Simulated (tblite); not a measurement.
C3H4ClFO (charge +1 and doublet state).
Cartesian coordinates in Å at the GFN2-xTB level; atoms count from 1:
```xyz
10
C3H4ClFO angstrom
F      1.9344    0.7884    0.7575
C      1.6727   -0.3966    0.1945
O      0.2989   -0.5865    0.0031
C     -0.5861    0.3056    0.3366
C     -1.9278    0.0481    0.1152
Cl    -3.1073    1.1436    0.5136
H      2.1733   -0.4494   -0.7884
H      2.0490   -1.2003    0.8516
H     -0.2642    1.2452    0.7869
H     -2.2341   -0.8934   -0.3316
```

Method: GFN2-xTB as coded in tblite; computed harmonic values from a numerical Hessian at the method's own geometry, unscaled. This tight-binding method is rough: wavenumbers can miss measured ones by several per cent, in bad cases by 10 to 20. One conformer, not necessarily the lowest. Open shells enter through the occupations alone, without spin polarisation, and single modes of such species can be off by tens of per cent.

Harmonic wavenumbers (cm⁻¹): 102.9, 127.2, 162.3, 241.9, 318.1, 386.5, 615.0, 776.2, 884.2, 885.3, 959.6, 989.1, 1105.3, 1131.7, 1174.5, 1208.3, 1243.7, 1309.1, 1362.6, 1454.0, 2848.7, 2866.5, 2988.2, 3016.2.

A = 10968, B = 1070, C = 981.4 MHz; mass 109.993 u (most abundant isotopes); point group Cs, symmetry number 1; spin multiplicity 2.

**Question.** What is the zero-point energy?

**Answer.** ½Σν̃ = 14079 cm⁻¹ = 40.25 kcal/mol.

**Question.** What is S at 273.15 K and 1 bar for an ideal gas of classical rigid rotors and harmonic oscillators?

**Answer.** Translation 39.59, rotation 27.46, vibration 13.17, spin (R ln 2) 1.38: S = 81.6 cal/(mol K).

**Question.** And Cp and H(273.15 K) − H(0)?

**Answer.** Cp = 22.37 cal/(mol K), of which vibrations give 14.42 (their classical limit is 24 R = 47.7); H(273.15 K) − H(0) = 4.18 kcal/mol without the zero-point energy, 2.01 from vibrations.

**Question.** Blend soft modes into free rotors: weight 1/[1 + (100 cm⁻¹/ν̃)⁴] for the oscillator and the rest for a rotor with moment μB/(μ + B), μ = h/(8π²ν), B = 10⁻⁴⁴ kg m². What vibrational entropy results?

**Answer.** 12.86 cal/(mol K) in place of 13.17, which changes −T·S at 273.15 K by +0.08 kcal/mol.

**Question.** What must be added to the electronic energy to get the Gibbs energy at 273.15 K and 1 bar?

**Answer.** ZPE + [H(273.15 K) − H(0)] − T·S = 40.25 + 4.18 − 22.29 = 22.14 kcal/mol.

**Question.** How do the functions run with temperature in this model?

**Answer.** 
```
T (K)  S (cal/(mol K))  Cp (cal/(mol K))  H − H(0) (kcal/mol)  G − H(0) (kcal/mol)  ln q(vib)
  100             64.0              13.9                 1.04                -5.37       0.58
  200             75.2              18.8                 2.68               -12.36       1.92
  300             83.8              23.7                 4.80               -20.33       3.28
  500             98.2              32.9                10.52               -38.56       5.95
  800            115.7              41.3                21.78               -70.74       9.76
 1000            125.2              44.6                30.39               -94.86      12.10
```

q(vib) and H(0) count from the zero-point level.

Hindered rotation and anharmonicity are outside this model. Other conformers, if any are populated, would add a mixing term that is left out.

The run took 0.23 s wall on an Intel Xeon Platinum 8375C at 2.90 GHz with one thread (shared host). The figure is for the frequency step alone.
